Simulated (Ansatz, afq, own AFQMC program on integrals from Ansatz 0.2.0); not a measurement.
AFQMC on a folder of integrals that Ansatz 0.2.0 wrote.

```yaml
crystal:
  periodic: [false, false, false]
  atoms:
    - {symbol: Ge, position_ang: [0.000000, 0.007581, 0.224013]}
    - {symbol: C, position_ang: [0.000000, -0.083229, -1.333342]}
    - {symbol: H, position_ang: [0.000000, 1.334635, 0.982773]}
    - {symbol: H, position_ang: [0.000000, -1.254677, 1.074106]}
    - {symbol: H, position_ang: [0.000000, 0.365475, -2.312758]}
basis:
  gaussian: {orbitals: cc-pVDZ}
magnetization: {spin_polarized: true, initial_magnetization: 1}
correlation: {method: ccsd_t, electrons: outside_noble_gas, hamiltonian_folder: ham}
```

```sh
$ ansatz run in.yaml --threads 1 --pin off --events-out ev --progress --plain --max-ram 1382MiB
```

Options of the walk:

```
--method phaseless --trial hf --walkers 120 --populations 1 --least-time 40 --time-step 0.005 --steps-per-block 20 --equilibration-blocks 112 --max-blocks 600 --target-error 0.0012000 --factor-cut 1e-05 --start spin_pure --seed 9372 --taylor-order 6
```

Times are imaginary, in 1/Eh. The walk had a cap of 1706 s. Filled inner d shells are frozen with the cores.

afq prints:

```
orbitals 41  electrons 6 5  factors 340 of 590
reference energy -2114.78222933 Eh
CCSD correlation -0.23129709 Eh in 13 cycles, weight of the determinant in the CISD state 0.8412
energy of the start -2114.787897 Eh
 block  time / (1/Eh)  mean weight  energy / Eh
     1     0.100  0.9993  -2114.833571
     2     0.200  1.0009  -2114.859562
     3     0.300  1.0024  -2114.885936
     4     0.400  1.0012  -2114.910352
     5     0.500  1.0029  -2114.934266
    10     1.000  1.0007  -2114.989286
    86     8.600  1.0009  -2115.064760
   171    17.100  1.0010  -2115.032610
   256    25.600  1.0020  -2115.034891
   290    29.000  0.9998  -2115.074206
   341    34.100  0.9977  -2115.039704
   392    39.200  0.9993  -2115.000510
   426    42.600  0.9998  -2115.023757
   511    51.100  0.9999  -2115.018200
   596    59.600  0.9988  -2115.007486
   681    68.100  1.0022  -2115.004663
   698    69.800  1.0029  -2115.037048
blocks merged  error / Eh  count
     1  0.000678  600
     2  0.000915  300
     4  0.001199  150
     8  0.001429  75
    16  0.001803  37
    32  0.001588  18
    64  0.001678  9
energy -2115.021785 +/- 0.001803 Eh
(rows thinned)
```

The run passed its tests (sampling time, drift between the halves within three errors, error under three times the target), which doesn't prove that it has relaxed.

Against this walk (error 49.1 meV) on the same determinant: CCSD(T) 23.6 meV higher (within the noise), a separate phaseless walk with a CISD trial and standard settings 25.1 ± 50.6 meV lower (within the noise). The error is statistical and leaves out the bias of the constraint. The determinant has ⟨S²⟩ = 0.97, so the low cluster orders mix in higher spin (the high orders can go on to a lower state of that spin), while the walk starts as a pure doublet. None of these is a sure reference here.

Cautions: constraint bias not in the error; error above the target (49.1 against 32.7 meV); no relativity below Rb; no spin-orbit coupling; inner d shell frozen; higher spins were not checked; raised T1 diagnostic (T1 0.044, weight of the determinant 0.84, largest double 0.13); unrestricted determinant spin contaminated (⟨S²⟩ 0.97 against 0.75); the bias of populations of 120 walkers isn't removed.

The walk took 5.3 min on 1 thread of Arm Neoverse V2, with other jobs on the host. The log's last line is the phaseless energy.

A walk keeps the symmetry of its determinant, which the program's search chose and which needn't be the lowest solution, so a lower state of the same spin and another symmetry isn't excluded.
